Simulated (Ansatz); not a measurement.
Basis-set extrapolation for `O=NF` (PBE0-D4/def2-TZVP geometry, frozen core, Ansatz 0.2.0). Multiplicity 1, RHF reference.

```
                      def2-TZVPP   def2-QZVPP
                 HF  -228.721644  -228.731699
    MP2 correlation    -0.691551    -0.747902
CCSD(T) correlation    -0.717012    -0.770637
```

Energies in hartree. Use E(X) = E(∞) + A·exp(−7.88·√X) for Hartree–Fock and E(X) = E(∞) + B·X^(−2.97) for correlation, with X = 3 and 4.

Question: What is the CCSD(T) energy at the basis-set limit?

Answer: HF limit: -228.731699 + (-0.010055) × 0.13774 = -228.73308. Correlation limit: -0.770637 + (-0.053625) × 0.74074 = -0.81036. Total: -229.54344 hartree, 2.85 eV below CCSD(T)/def2-TZVPP.
